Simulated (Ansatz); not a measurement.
`COCF` and `CSCF` differ in one element.

Ansatz, PBE0-D4/def2-TZVP geometries, multiplicity 1. Each molecule was computed in one conformer, which needn't be the lowest.

| property | `COCF` |
| --- | --- |
| LUMO energy (ωB97M-V/def2-TZVPP) / eV | 3.04 |
| LUMO energy (B3LYP/def2-TZVPP) / eV | 1.18 |
| HOMO energy (PBE0/def2-TZVPP) / eV | -8.44 |
| HOMO–LUMO gap (PBE0/def2-TZVPP) / eV | 10.00 |
| HOMO energy (ωB97M-V/def2-TZVPP) / eV | -10.87 |
| ideal-gas entropy at 298 K and 1 bar (rigid rotor, harmonic PBE0-D4/def2-TZVP) / J/(mol·K) | 291 |

What does the change do to each property? (An estimate is asked.)

Ansatz gave: 
```csv
property,`CSCF`,shift
LUMO energy (ωB97M-V/def2-TZVPP) / eV,2.62,-0.42
LUMO energy (B3LYP/def2-TZVPP) / eV,0.49,-0.69
HOMO energy (PBE0/def2-TZVPP) / eV,-6.93,1.51
HOMO–LUMO gap (PBE0/def2-TZVPP) / eV,7.72,-2.28
HOMO energy (ωB97M-V/def2-TZVPP) / eV,-9.16,1.71
"ideal-gas entropy at 298 K and 1 bar (rigid rotor, harmonic PBE0-D4/def2-TZVP) / J/(mol·K)",309,18
```

With PBE0 the HOMO rises by 1.51 eV and the LUMO falls by 0.77 eV, so the gap narrows by about 2.28 eV. PBE moves the HOMO by 1.12 eV and ωB97M-V by 1.71 eV.

B3LYP here is the variant with VWN-RPA as its local correlation; programs differ in this.
